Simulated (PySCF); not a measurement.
Gas-phase reaction: 2 NH₂ ⇌ N₂H₂ + 2 H

Method: PySCF energies (xtb for GFN2) plus ideal-gas RRHO corrections (1 bar). The comparison is the NASA 1993 polynomial table, which mixes measured and estimated data. † marks an energy on the PBE0/def2-TZVP geometry and frequencies; other levels use their own. MP2 and CCSD(T) freeze the core. Open shells (unrestricted): NH₂ (multiplicity 2), H (multiplicity 2); the rest are closed-shell singlets. GFN2 has no spin-polarisation term. MP2 isn't extrapolated to the basis-set limit. CCSD(T) isn't extrapolated to the basis-set limit. The table's entry may be an old estimate for NH₂, N₂H₂ (not checked at source).

```csv
level,"ΔH°(298 K), kJ"
table,269.6
CCSD(T)/def2-TZVPP†,…
GFN2-xTB,171.2
MP2/def2-SVP†,…
MP2/def2-TZVPP†,…
PBE/def2-SVP,204.1
r2SCAN/def2-TZVP†,…
LDA/def2-TZVP†,210.8
ωB97X-V/def2-TZVP†,255.9
```

**Question.** Some entries are withheld; supply them.

**Answer.** 
- CCSD(T)/def2-TZVPP†, ΔH°(298 K), kJ: 268.1
- MP2/def2-SVP†, ΔH°(298 K), kJ: 199.5
- MP2/def2-TZVPP†, ΔH°(298 K), kJ: 228.2
- r2SCAN/def2-TZVP†, ΔH°(298 K), kJ: 287.4
